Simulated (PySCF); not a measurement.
**SF2: core ionisation energies**

Compound: sulfur difluoride, SF2.
SMILES with atom numbers: `[F:1][S:2][F:3]`

Geometry (PBE0-D3(BJ)/def2-SVP, Å), atoms numbered from 1 in this order:
```
atom  x, y, z in Å
F1    -1.2270   -0.3560    0.0000
S2    -0.0047    0.6952    0.0000
F3     1.2317   -0.3393    0.0000
```

Method used: PySCF 2.14.0, delta-SCF UKS SCAN, pcX-2 on the ionised atom, pcseg-1 elsewhere, spin-free X2C. Binding energies are ΔSCF values: E(core-ionised, relaxed orbitals) − E(ground state) at a fixed geometry, referred to the vacuum level.

Task: List the computed XPS lines with their assignment.

Result: 
| atom(s) | bonded to | level | binding energy (eV) | count |
| --- | --- | --- | --- | --- |
| S2 | 2 F | S 1s | 2482.28 | 1 |
| F1/F3 | S | F 1s | 693.87 | 2 |

Task: Which photon energy gives electrons from S 1s of S2 a kinetic energy of 20 eV, and what is their de Broglie wavelength?

Result: hν = 2482.28 + 20 = 2502.28 eV, recoil neglected; λ = 12.264 Å/√(E/eV) = 2.74 Å.

Task: Express the binding energy of S 1s of S2 in atomic units and per mole.

Result: 2482.28 eV = 91.2221 Eh = 239504 kJ/mol.

Atoms equivalent by their bonding share one computed value, that of the first of them. Not every level is listed. Isolated species at its PBE0-D3(BJ)/def2-SVP geometry, gas phase.

The run took 2.6 s of wall time on one thread of an x86-64 server (shared host).
